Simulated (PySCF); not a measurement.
Species: AlH (singlet state).
Z-matrix (Å and degrees, PBE0-D3(BJ)/def2-TZVP geometry), rows numbered from 1:
```
Al
H   1  1.6660
```

The calculation used PySCF 2.14.0, PBE0-D3(BJ)/def2-TZVP geometry optimisation, gas phase.

Masses are those of the commonest isotopes; rigid-rotor values at the optimised geometry. 

(1) What are the moment of inertia and the rotational constant?

(2) List the first levels of a rigid rotor in a Σ state.

(3) Estimate the classical rotational partition function at 100 K, 200 K and 500 K.

## Answers

(1) I = 2.696 u·Å², B = 505379 MHz·u·Å²/I = 187427 MHz (6.2519 cm⁻¹, or 8.995 K as hB/k). For two atoms I = μr² with μ = 0.9715 u and r = 1.6660 Å.

(2) E(J) = BJ(J+1): J = 1: 12.504, J = 2: 37.511, J = 3: 75.023, J = 4: 125.038, J = 5: 187.557, J = 6: 262.580 cm⁻¹.

(3) Point group C∞v, symmetry number σ = 1; q = kT/(σhB), k/h = 20836.6 MHz/K: 11.1 at 100 K, 22.2 at 200 K, 55.6 at 500 K.

No PBE0-D3(BJ)/def2-TZVP frequencies stand behind this structure, so it isn't proved a minimum. These are rigid-rotor constants of the computed structure; measured ground-state constants (B0) also hold zero-point vibration.
